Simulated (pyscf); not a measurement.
Structures and frequencies: ωB97X-D3(BJ)/def2-SVP in PySCF.

**Question.** For the elementary gas-phase step `[SH][GeH3]` + `[SH2]` → `[SH][GeH2][SH]` + `[H][H]` (singlet surface; Ge–H, H–S broken, Ge–S, H–H formed), what barrier and reaction energy does ωB97M-D3(BJ)/def2-TZVP give, measured from the separated reactants?

**Answer.** ΔE‡ = 49.9 kcal/mol, ΔE = -6.7 kcal/mol. Zero-point energy shifts the barrier by -0.2 kcal/mol. It is a four-centre exchange, with an imaginary mode of 1472i cm⁻¹. This is the saddle that the search found; another between the same sides may lie lower. Elements up to Kr have no core potential and no relativistic terms here.
